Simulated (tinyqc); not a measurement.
Inside a calculation. Method: Pariser-Parr-Pople SCF with singles CI, for the molecule C=C(N)O (SMILES; centres numbered as the heavy atoms are written). One step of it, computed by the program tinyqc.

Task: Iteration 2: orbitals and new P. Diagonalise F (the basis is taken as orthonormal) and form P = 2 sum c c over the lowest orbitals.

F (eV):
```
           1C         2C         3N          4O
1C  -4.928647  -5.662797   1.109081    0.743408
2C  -5.662797  -6.427945  -3.543375   -3.138916
3N   1.109081  -3.543375  -8.321449    0.274471
4O   0.743408  -3.138916   0.274471  -10.818407
```

pi electrons, sum of z_r less the charge = 6

Give: orbital energies; P after iteration 2.

Result:

orbital energies (eV): -13.8053  -10.1413  -8.2589  1.7090

P after iteration 2:
```
         1C      2C       3N       4O
1C   1.1710  0.8572  -0.4019  -0.2728
2C   0.8572  1.1137   0.4156   0.2821
3N  -0.4019  0.4156   1.8051  -0.1323
4O  -0.2728  0.2821  -0.1323   1.9102
```
